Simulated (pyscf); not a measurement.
Single points on ωB97X-D3(BJ)/def2-SVP structures (PySCF, gas phase).

**Question.** Estimate the classical barrier height and the reaction energy of H₂N–SiH₂–Cl + SiH₄ → H₂N–SiH₃ + H₃Si–Cl at ωB97M-D3(BJ)/def2-TZVP. The step runs on the singlet surface, breaks Cl–Si, H–Si and forms H–Si, Cl–Si; take the separated reactants as zero.

**Answer.** ΔE‡ = 42.2 kcal/mol, ΔE = +5.9 kcal/mol. Zero-point energy shifts the barrier by +1.8 kcal/mol. It is a four-centre exchange, with an imaginary mode of 336i cm⁻¹. One saddle was located; it need not be the lowest between these sides.
